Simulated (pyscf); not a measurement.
**Four-centre exchange: HO–SiH₂–F + HF → HO–SiH₂–F + HF**

Gas phase, singlet surface, charge 0. Bonds broken: O1–H8, H4–F7. Bonds formed: O1–H4, F7–H8. Optimised with ωB97X-D3(BJ)/def2-SVP in PySCF. Correlated levels are frozen-core, on RHF or UHF. ΔMP2 is the change of the MP2 total energy from the triple- to the quadruple-zeta basis.

Transition state (Å):

```xyz
8

O     -0.9587     0.6187    -0.8025
Si    -0.5224    -0.1649     0.6009
F     -0.2058    -1.7207     0.2754
H     -1.6650     0.3032    -1.6993
H     -1.6657    -0.1121     1.5376
H      0.7144     0.4601     1.1174
F     -1.2422     0.2696    -2.8581
H     -0.5232     0.5755    -1.9030
```

One imaginary mode, 2187i cm⁻¹; descent along it reached the two sides named, in the forms told below.

| bond | change | reactant side (Å) | saddle | product side |
|---|---|---|---|---|
| O1–H8 | breaks | 0.964 | 1.184 | 1.739 |
| H4–F7 | breaks | 0.936 | 1.234 | 3.3 |
| O1–H4 | forms | 1.742 | 1.184 | 0.964 |
| F7–H8 | forms | 3.3 | 1.234 | 0.936 |

Electronic energies relative to the separated reactants (kJ/mol):

| level | barrier | reaction energy | reverse barrier |
|---|---|---|---|
| ωB97X-D3(BJ)/def2-TZVP | 147.0 | 0.0 | 147.0 |
| PBE/def2-TZVP | 112.3 | 0.0 | 112.3 |
| r²SCAN/def2-TZVP | 126.8 | 0.0 | 126.8 |
| B3LYP-D3(BJ)/def2-TZVP | 138.1 | 0.0 | 138.1 |
| PBE0-D3(BJ)/def2-TZVP | 133.7 | 0.0 | 133.7 |
| M06-2X/def2-TZVP | 142.8 | 0.0 | 142.8 |
| ωB97M-D3(BJ)/def2-TZVP | 144.5 | 0.0 | 144.5 |
| HF/def2-TZVP | 226.7 | 0.0 | 226.7 |
| MP2/def2-QZVPP | 152.4 | 0.0 | 152.4 |
| CCSD/def2-TZVPP | 172.0 | 0.0 | 172.0 |
| CCSD(T)/def2-TZVPP | 159.4 | 0.0 | 159.4 |
| CCSD(T)/def2-TZVPP + ΔMP2(QZVPP) | 160.8 | 0.0 | 160.8 |

With CCSD(T)/def2-TZVPP + ΔMP2(QZVPP) energies and thermal terms (ideal gas, 1 atm, RRHO with modes under 100 cm⁻¹ raised to 100, one conformer, R ln 2 for chiral ones without a mode under 150 cm⁻¹), in kJ/mol:

| T (K) | ΔH‡ | ΔG‡ | ΔH | ΔG |
|---|---|---|---|---|
| 298 | 151.3 | 192.5 | 0.0 | 0.0 |
| 600 | 149.0 | 235.4 | 0.0 | 0.0 |
| 900 | 149.4 | 278.6 | 0.0 | 0.0 |
| 1200 | 151.3 | 321.4 | 0.0 | 0.0 |

On the reactant side the descent ends in a complex (not fully relaxed), 26.6 kJ/mol under the separated species and 173.6 kJ/mol under the saddle at ωB97X-D3(BJ)/def2-TZVP. On the product side the descent ends in a complex, 26.4 kJ/mol under the separated species and 173.4 kJ/mol under the saddle at ωB97X-D3(BJ)/def2-TZVP. The same reactants have a lower exit, to F–SiH₂–F + H₂O (barrier +46.4 kJ/mol at ωB97M-D3(BJ), against +144.5 kJ/mol here). Another saddle between the same species, by other bonds, lies lower (101.2 kJ/mol against 144.5 kJ/mol at ωB97M-D3(BJ)). The CCSD(T) − MP2 part came from Ansatz, without density fitting, on the same reference.
